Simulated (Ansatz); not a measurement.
# B₂Cl (doublet): wave-function methods side by side, cc-pVTZ

An exercise on one series of results from a longer session: the logs are not shown, and one member is left open.

Method: cc-pVTZ, core rule «outside noble gas», up to 7 orbitals frozen; program: Ansatz 0.2.0, Gaussian basis.

To be run: UHF; CCSD(T) on ROHF; CCSD(T) on UHF; BCCD(T) on ROHF; CCSDT(Q) on ROHF; CCSDT(Q) on UHF.

10 further runs of the same task are left out: 5 for a known fault of the program, 5 set aside as unsound or not needed.

## What is computed

The geometry is a PBE0/def2-TZVP stationary point (not a proven minimum) of the parent state, kept for this charge and spin.

3 atoms, charge 0, spin multiplicity 2.

Atoms are counted from 1 here; the program's logs count them from 0.

Bond lengths: B1–B2 1.516 Å, B2–Cl3 1.683 Å. Angles: B1–B2–Cl3 180.0°.

Set-up of the first run:

Input file in.yaml:

```yaml
crystal:
  periodic: [false, false, false]
  atoms:
    - {symbol: B, position_ang: [0.000000, 0.000000, -1.572000]}
    - {symbol: B, position_ang: [0.000000, 0.000000, -0.055600]}
    - {symbol: Cl, position_ang: [0.000000, 0.000000, 1.627600]}
basis:
  gaussian: {orbitals: cc-pVTZ}
magnetization: {spin_polarized: true, initial_magnetization: 1}
hamiltonian: {xc: hf}
output: {orbitals: {seedname: orbitals}}
```

Run with:

```
> ansatz run in.yaml --threads 1 --pin off --events-out ev --progress --plain --max-ram 4096MiB --backend cpu
```

Steps of the session up to this table: UHF; CCSD(T) on ROHF; CCSD(T) on UHF; BCCD(T) on ROHF; CCSDT(Q) on ROHF; CCSDT(Q) on UHF.

One of the session's tables, all rows but one given; the rest of the session is left out.

| method | from RCCSDT(Q) (meV) |
| --- | --- |
| ROHF | +10596.3 |
| RMP2 | +1705.6 |
| UMP2 | +1332.0 |
| RCCSD | +719.9 |
| UCCSD | +157.5 |
| RCCSD(T) | +222.7 |
| UCCSD(T) | ? |
| BCCD(T) | +220.3 |
| RCCSDT | +96.5 |
| UCCSDT | -857.3 |
| RCCSDT(Q) | 0 |
| UCCSDT(Q) | -1094.9 |

Estimate the missing values for UCCSD(T).

As computed: from RCCSDT(Q) (meV): -477.8. In the column «from RCCSDT(Q) (meV)» it lies between UCCSDT (-857.3) and RCCSDT(Q) (0).

Left out of the table: UHF (another determinant or state than the rows shown).

Limits of these values: The determinant is far from a pure spin state, so its energy mixes those of several spin states (harmless only where they are near-degenerate, as at dissociation). The report flags that the cluster equations may have other roots. The program flags UCCSD(T), RCCSDT(Q), UCCSDT(Q) as in doubt, so the zero of the table is itself unsure. Warnings: spin contamination; coupled cluster took another determinant than the lowest. Restricted and unrestricted rows rest on different reference determinants; where their highest levels disagree by more than a few hundredths of an eV, they describe different states and don't form one ladder.
